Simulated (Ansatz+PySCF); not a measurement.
Values are calculated unless marked as measured or tabulated.
## PySCF 2.14.0 run

```python
from pyscf import gto, scf, mp

# the (T+d) and (D+d) sets load through basis_set_exchange
mol = gto.M(atom="""
Si -0.467880 0.000000 0.582850
H -0.337900 0.000000 -1.265880
H 0.435880 0.000000 -1.121340
H 0.184950 -1.285610 0.902180
H 0.184950 1.285610 0.902180
""", basis={'H': 'cc-pvtz', 'Si': 'cc-pv(t+d)z'}, charge=1, spin=1)
mf = scf.UHF(mol)
mf.kernel()
pt = mp.MP2(mf, frozen=5).run()
print(mf.e_tot, pt.e_corr, pt.e_tot)
```

The script is written out from the run's settings.

Output:

```yaml
Converged: yes
Reference_energy: -290.89039 hartree
Correlation_energy: -0.11543 hartree
Total_energy: -291.00582 hartree
Spin_squared_of_the_determinant: 0.754
```

Caution: the charge can sit on one fragment and break the point group.
